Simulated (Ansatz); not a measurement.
HF ··· CH$_{3}$Cl

The pair of HF (SMILES F, atoms 1–2) and CH$_{3}$Cl (SMILES CCl, atoms 3–7), both closed shells, in one local arrangement (a lower one may exist), relaxed at PBE0-D4/def2-TZVP:

```xyz
7
angstrom
F -0.5265 -0.1108 -2.3862
H -0.7825 -0.5593 -1.6104
C 0.3655 0.2456 0.8267
Cl -0.8289 -1.0394 0.5100
H -0.0785 0.9532 1.5216
H 0.6013 0.7271 -0.1188
H 1.2498 -0.2162 1.2572
```

Ansatz 0.2.0; basis: def2-TZVPPD, with def2-QZVPPD for the basis limit; cores frozen in the correlated methods. B3LYP uses VWN-RPA correlation. Extrapolation: Hartree–Fock as exp(−7.88 √X), correlation as X^−2.97. Interaction energies count from these two fragments, frozen as in the pair, with the counterpoise correction; negative means bound.

(1) What is the interaction energy by CCSD(T) at an estimated basis limit (MP2 extrapolated from triple and quadruple zeta, plus CCSD(T) − MP2 in triple zeta)? (An estimate is asked for; the value comes from the calculation.)

(2) Which atoms make the shortest contact between the fragments?

No T1 diagnostic of these runs exceeds 0.011.

Results:

(1) The calculation gives: -19.7 kJ/mol. Hartree–Fock alone gives -10.5 kJ/mol at the basis limit. It counts from the two fragments frozen as in the pair.

The same quantity by other methods in triple zeta, and each one's difference from that estimate:
```json
{"method": "PBE-D4", "E_int (kJ/mol)": "-23.4", "difference": "-3.6"}
{"method": "revPBE-D4", "E_int (kJ/mol)": "-19.3", "difference": "0.5"}
{"method": "BLYP-D4", "E_int (kJ/mol)": "-20.3", "difference": "-0.6"}
{"method": "r2SCAN-D4", "E_int (kJ/mol)": "-23.4", "difference": "-3.7"}
{"method": "B97M-V", "E_int (kJ/mol)": "-21.3", "difference": "-1.5"}
{"method": "PBE0-D4", "E_int (kJ/mol)": "-22.3", "difference": "-2.6"}
{"method": "B3LYP-D4", "E_int (kJ/mol)": "-21.0", "difference": "-1.3"}
{"method": "HSE06-D4", "E_int (kJ/mol)": "-22.3", "difference": "-2.5"}
{"method": "wB97X-V", "E_int (kJ/mol)": "-20.9", "difference": "-1.2"}
{"method": "wB97M-V", "E_int (kJ/mol)": "-20.7", "difference": "-1.0"}
{"method": "B2PLYP", "E_int (kJ/mol)": "-18.0", "difference": "1.7"}
{"method": "HF", "E_int (kJ/mol)": "-10.4", "difference": "9.3"}
{"method": "MP2", "E_int (kJ/mol)": "-17.9", "difference": "1.9"}
{"method": "CCSD", "E_int (kJ/mol)": "-16.0", "difference": "3.7"}
{"method": "CCSD(T)", "E_int (kJ/mol)": "-17.4", "difference": "2.3"}
```
Differences are method less estimate.

(2) H2 and Cl4, 2.17 Å apart.

Basis-set superposition shift (counterpoise-corrected less uncorrected): CCSD(T) 2.7; MP2 2.5; HF 0.2; PBE0-D4 0.2; wB97M-V 0.2 kJ/mol.

For scale, one of the runs: CCSD(T)/def2-TZVPPD, 196 basis functions, launched by `ansatz run in.yaml --threads 2 --pin off --events-out ev --progress --plain --max-ram 5222MiB`. Hardware: 2 CPU threads of an Arm Neoverse V2, shared host. Wall time 45 s; peak host memory 2.3 GiB.
